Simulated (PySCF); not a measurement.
# CH3NS: the cost of one run

Computed with PySCF 2.14.0, with density-fitted response routines of our own, on a single molecule in the gas phase. Atoms count from 0, in the outputs and in this text.

## Step 1: The molecule as given

6 atoms, charge 0, multiplicity 1; geometry from: GFN2-xTB.

Bonds of the start (Å): N0–C1 1.34, C1–S2 1.63, N0–H3 1.01, N0–H4 1.01, C1–H5 1.09.

## Step 2: Geometry optimisation at PBE0-D3(BJ)/def2-TZVP

Job settings and geometry (Å):

```
{"job": {"xc": "PBE0", "basis": "def2-TZVP", "d3": "d3bj", "grid": 2, "kind": "geom"}, "charge": 0, "multiplicity": 1}
N     -1.568920     0.354960     0.013680
C     -0.268290     0.642800    -0.101990
S      0.916570    -0.462970     0.037830
H     -1.831420    -0.600870     0.196980
H     -2.288970     1.051160    -0.075060
H     -0.038670     1.685650    -0.300240
```

Q: Estimate the wall time of this first job on 4 threads of Arm Neoverse V1, shared host.

About 18 s.
